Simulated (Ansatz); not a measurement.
Wavefunction ladder for `CC(C)C#N`

```xyz
12

C     1.189    0.060    0.647
C    -0.038   -0.440   -0.113
C    -1.283    0.394    0.187
C     0.227   -0.459   -1.549
N     0.438   -0.457   -2.679
H     2.066   -0.552    0.434
H     1.416    1.092    0.372
H     0.994    0.026    1.721
H    -0.233   -1.479    0.177
H    -2.153    0.018   -0.353
H    -1.126    1.435   -0.101
H    -1.497    0.361    1.257
```

The species carries charge 0 and has multiplicity 1. The structure was optimised at the PBE0-D4/def2-TZVP level. Frozen core, restricted reference, Ansatz 0.2.0. CBS rows extrapolate triple and quadruple zeta; past MP2 they add the triple-zeta difference.

| basis | HF (Eh) | MP2 corr. |
| --- | --- | --- |
| def2-SVP | -209.83995 | -0.70942 |
| def2-TZVPP | -210.07687 | -0.86131 |
| def2-QZVPP | -210.08609 | -0.91595 |

(1) Estimate the CCSD correlation energy and the (T) correction in each basis where they were run (hartree).

Answers

(1) 
```
     basis  CCSD corr.       (T)
  def2-SVP    -0.75520  -0.02632
def2-TZVPP    -0.89572  -0.03989
 CBS(def2)    -0.99084     as TZ
```
